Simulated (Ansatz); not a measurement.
We consider solid iodine, described by LDA in Ansatz (plane waves, PAW).

Numerical settings: plane-wave cutoff 500 eV, 6×6×4 k mesh (along the axes of the cell as run), gaussian smearing 0.02 eV, scalar-relativistic PAW data made under PBE.

Computed at the level's own relaxed cell.

Question: What does this level give for the volume per atom, lattice constant a, lattice parameter b and lattice parameter c?

Answer: 
volume per atom: 36.88 Å³/atom
lattice constant a: 7.148 Å
lattice parameter b: 4.324 Å
lattice parameter c: 9.547 Å

Spin–orbit coupling is not included.

Ansatz is a first-principles code.
